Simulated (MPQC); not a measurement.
# A workflow on doublet ClF+

Aim: a single-point energy (doublet ClF+, UHF/cc-pVDZ), then the energy (singlet ClF, HF/cc-pVTZ), then a single-point energy (doublet ClF+, UHF/cc-pVTZ), then the energy (singlet ClF, HF/cc-pVQZ), then a single-point energy (doublet ClF+, UHF/cc-pVQZ) of ClF. 

The results are computed with MPQC 2.3.1.

9 further runs of the same task are left out: 9 set aside as unsound or not needed.

## Step 1: The structure to begin with

ClF+ has 2 atoms, charge +1, and is taken as a doublet. As SMILES of the parent species, `FCl`. Geometry: relaxed at GFN2-xTB. That shape belongs to the parent species and isn't relaxed for this state.

Bond lengths: F1–Cl2 1.682 Å.

## Step 2: A single-point energy at UHF/cc-pVDZ (run 1)

Input file mol.in:

```
% emacs should use -*- KeyVal -*- mode
molecule<Molecule>: (
   symmetry = c1
   unit = angstrom
   { atoms geometry } = {
      F  [ 0.000000     0.000000     0.000000 ]
      Cl [ 0.000000     0.000000     1.682250 ]
   }
)
basis<GaussianBasisSet>: (
   name = "cc-pVDZ"
   molecule = $:molecule
   basisdir = "."
   puream = yes
)
mpqc: (
   checkpoint = no
   savestate = no
   restart = no
   do_energy = yes
   do_gradient = no
   optimize = no
   mole<UHF>: (
      molecule = $:molecule
      basis = $:basis
      total_charge = 1
      multiplicity = 2
      memory = 1000000000
      print_evals = yes
      print_npa = yes
      maxiter = 70
      value_accuracy = 1e-08
      guess_wavefunction<ExtendedHuckelWfn>: (
         molecule = $:molecule
         total_charge = 1
         multiplicity = 2
         basis<GaussianBasisSet>: (
            name = "STO-3G"
            molecule = $:molecule
         )
      )
   )
)
```

The basis set cc-pVDZ is read from a file made from the Basis Set Exchange's data (not shown).

Run with:

```bash
mpqc mol.in > mol.out
```

The log of the run:

```text
MPQC: Massively Parallel Quantum Chemistry
                                   Version 2.3.1

  Using IntegralV3 by default for molecular integrals evaluation

  USCF::init: total charge = 1

  alpha = [ 13 ]
  beta  = [ 12 ]

  Molecular formula ClF

  The following keywords in "mol.in" were ignored:
    mpqc:mole:guess_wavefunction:multiplicity

[... 14 lines left out ...]
  nuclear repulsion energy =   48.1284702613
[... 28 lines left out ...]
  iter     5 energy = -558.3763689016 delta = 2.62230e-02
[... 4 lines left out ...]
  iter    10 energy = -558.3911312572 delta = 8.76462e-04
[... 5 lines left out ...]
  iter    65 energy = -558.3907033727 delta = 8.90392e-06
[... 4 lines left out ...]
  iter    70 energy = -558.3906871674 delta = 9.22755e-06
[... 1 line left out ...]
  <S^2>exact = 0.750000
  <S^2>      = 0.758867

  total scf energy = -558.3906871674
ERROR: SC EXCEPTION RAISED:
terminate called after throwing an instance of 'sc::ToleranceExceeded'
```

It took 4.5 s on 1 thread of Arm Neoverse V1, shared host.

No converged result was reached.

## Step 3: Singlet neutral ClF: a single-point energy at HF/cc-pVTZ (run 2)

mol.in, as its differences from that of step 2:

```diff
@@ -10,3 +10,3 @@
 basis<GaussianBasisSet>: (
-   name = "cc-pVDZ"
+   name = "cc-pVTZ"
    molecule = $:molecule
@@ -22,7 +22,6 @@
    optimize = no
-   mole<UHF>: (
+   mole<CLHF>: (
       molecule = $:molecule
       basis = $:basis
-      total_charge = 1
-      multiplicity = 2
+      total_charge = 0
       memory = 1000000000
@@ -34,4 +33,4 @@
          molecule = $:molecule
-         total_charge = 1
-         multiplicity = 2
+         total_charge = 0
+         multiplicity = 1
          basis<GaussianBasisSet>: (
```

The basis set cc-pVTZ is read from a file made from the Basis Set Exchange's data (not shown).

Run with:

```bash
mpqc mol.in > mol.out
```

The log of the run:

```text
MPQC: Massively Parallel Quantum Chemistry
[...]
  CLSCF::init: total charge = 0
[...]
  nbasis = 64
[...]
  iter     1 energy = -543.6753455289 delta = 2.06063e-01
[...]
  LUMO is    14   A =   0.044478
  total scf energy = -558.8968168511
Value of the MolecularEnergy: -558.8968168511
[...]
      symmetry = c1
[...]
```

Wall time 6 s (1 thread of Arm Neoverse V1, shared host).

Runs 3 to 4 aren't shown in full; the table further down has their settings and results.

## Step 4: A single-point energy at UHF/cc-pVQZ (run 5)

mol.in, as its differences from that of step 3:

```diff
@@ -10,3 +10,3 @@
 basis<GaussianBasisSet>: (
-   name = "cc-pVTZ"
+   name = "cc-pVQZ"
    molecule = $:molecule
@@ -22,6 +22,7 @@
    optimize = no
-   mole<CLHF>: (
+   mole<UHF>: (
       molecule = $:molecule
       basis = $:basis
-      total_charge = 0
+      total_charge = 1
+      multiplicity = 2
       memory = 1000000000
@@ -33,4 +34,4 @@
          molecule = $:molecule
-         total_charge = 0
-         multiplicity = 1
+         total_charge = 1
+         multiplicity = 2
          basis<GaussianBasisSet>: (
```

The basis set cc-pVQZ is read from a file made from the Basis Set Exchange's data (not shown).

Run with:

```bash
mpqc mol.in > mol.out
```

The log of the run:

```text
MPQC: Massively Parallel Quantum Chemistry
[...]
  USCF::init: total charge = 1
[...]
  iter     1 energy = -520.5320521067 delta = 9.42281e-02
[...]
  <S^2>      = 0.863608
  total scf energy = -558.4653243471
Value of the MolecularEnergy: -558.4653243471
[...]
      symmetry = c1
[...]
      nbasis = 114
[...]
    nalpha = 13
    nbeta = 12
[...]
```

Wall time 1.8 min (1 thread of Arm Neoverse V1, shared host); peak memory 0.5 GiB.

## Step 5: All runs side by side

```
run        level  partner    energy (Eh)  wall time
  1  UHF/cc-pVDZ   cation  not converged      4.5 s
  2   HF/cc-pVTZ     base    -558.896817        6 s
  3  UHF/cc-pVTZ   cation  not converged       23 s
  4   HF/cc-pVQZ     base    -558.910723       36 s
  5  UHF/cc-pVQZ   cation    -558.465324    1.8 min
```

## Step 6: Results

```
                                          quantity          value
                  run 5, UHF/cc-pVQZ: total energy  -558.46532 Eh
                          run 5, UHF/cc-pVQZ: ⟨S²⟩          0.864
vertical ionisation energy (to the doublet cation)      12.120 eV
```

In words: Removing an electron at fixed nuclei costs 12.12 eV (1169 kJ/mol). −ε(HOMO) before ionisation, 13.59 eV, is 1.47 eV above this ionisation energy. Spin contamination of the reference: run 5 ⟨S²⟩ = 0.86. All runs together took 2.9 min, the longest 1.8 min. 2 of the 5 runs did not end normally.
